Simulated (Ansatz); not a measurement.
Isolated molecules relaxed with PBE0-D4/def2-TZVP in Ansatz; ΔE leaves out vibrations. CCSD(T)/CBS is the MP2 limit (def2-TZVPP, def2-QZVPP) plus CCSD(T) − MP2 in def2-TZVPP, frozen cores. This one scheme is used for every species. Functionals use def2-TZVPP. HSE06 is defined as in plane-wave codes. Triplets are unrestricted, without spin–orbit coupling. Each species was taken in one conformer, which may not be the lowest.

Reaction (formal loss of a carbene): `COC(O)O` → `[CH2]` (triplet) + `OC(O)O`

| level | ΔE (kcal/mol) | difference from CCSD(T)/CBS |
| --- | --- | --- |
| LDA (SPW92) | 111.9 | 18.1 |
| PBE-D4 | 95.7 | 1.9 |
| HSE06-D4 | 93.4 | -0.4 |
| B2PLYP | 92.4 | -1.4 |
| BHLYP | 89.0 | -4.8 |
| LC-ωPBE | 91.2 | -2.6 |
| RPA@PBE/def2-TZVPP | 91.2 | -2.6 |
| MP2/def2-QZVPP | 95.0 | 1.2 |
| HF/CBS(def2) | 60.7 | -33.1 |
| CCSD/CBS(def2) | 91.2 | -2.6 |
| CCSD(T)/CBS | 93.8 | 0 |

Largest T1 diagnostic among the species: 0.011.

In def2-TZVPP, CCSD(T) changes the Hartree–Fock value by +31.0 kcal/mol (the triples alone add +2.7 kcal/mol) and MP2 by +33.1 kcal/mol. The D4 term adds +2.1 kcal/mol with B3LYP and +1.2 kcal/mol with PBE0; it sums over pairs of atoms, weighted by their polarisabilities, and B3LYP, whose exchange is more repulsive, gets the larger term. From BLYP to BHLYP (50 % exact exchange), in def2-TZVPP and without D4, ΔE moves by −1.6 kcal/mol.

CCSD(T)/CBS has its own doubt, a few kJ/mol and more with outer-core shells, so smaller differences from it don't rank the levels.

B3LYP here is the variant with VWN-RPA as its local correlation; programs differ in this.
